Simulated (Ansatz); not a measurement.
`CC(O)F` → `[CH2]` (triplet) + `OCF` at 700 K and 1 bar (formal loss of a carbene).

Computed with Ansatz on PBE0-D4/def2-TZVP structures; ΔE is electronic, products minus reactants. CCSD(T)/CBS adds triple-zeta CCSD(T) − MP2 to the extrapolated MP2 energy (def2 sets, frozen cores). This one scheme is used for every species. Triplets are unrestricted, without spin–orbit coupling. Each species was taken in one conformer, which may not be the lowest.

| species | CCSD(T)/CBS energy (Eh) | H − E (kJ/mol) | S (J/(mol·K)) |
| --- | --- | --- | --- |
| `CC(O)F` | -254.08332 | 248.1 | 371.2 |
| `[CH2]` (triplet) | -39.09499 | 70.4 | 226.8 |
| `OCF` | -214.81254 | 157.9 | 312.7 |

H − E and S are ideal-gas, rigid-rotor, harmonic terms from PBE0-D4/def2-TZVP, for one conformer and one mirror image of each species, with the whole ground term of open shells counted as degenerate. 1 Eh = 2625.50 kJ/mol, R = 8.31446 J/(mol·K).

Q: By hand: ΔE, ΔH, ΔS and ΔG.

A: ΔE = (-39.09499) + (-214.81254) − (-254.08332) = 0.17579 Eh = 461.5 kJ/mol. Δ(H − E) = 70.4 + 157.9 − 248.1 = -19.8, so ΔH = 441.7 kJ/mol. ΔS = 226.8 + 312.7 − 371.2 = 168.3 J/(mol·K). ΔG = 441.7 − 700 × (168.3)/1000 = 323.9 kJ/mol.

Q: By hand: the equilibrium constant, and the temperature at which ΔG would vanish if ΔH and ΔS stayed fixed.

A: log₁₀ K = −ΔG/(RT ln 10) = -24.2. ΔG = 0 at ΔH/ΔS = 2624 K, far beyond where these terms or the molecules hold.

The number of gas molecules changes by +1, which sets the sign of ΔS. A doubt of 5 kJ/mol in ΔE shifts log₁₀ K by 0.4 here. Other conformers and mirror images would add mixing entropy, several J/(mol·K) or more a flexible species. A triplet takes part, so the spin changes. These are equilibria of isolated gas molecules and say nothing of rates. Largest T1 diagnostic: 0.011 (customary marks: 0.02 for closed shells, 0.045 for open ones).
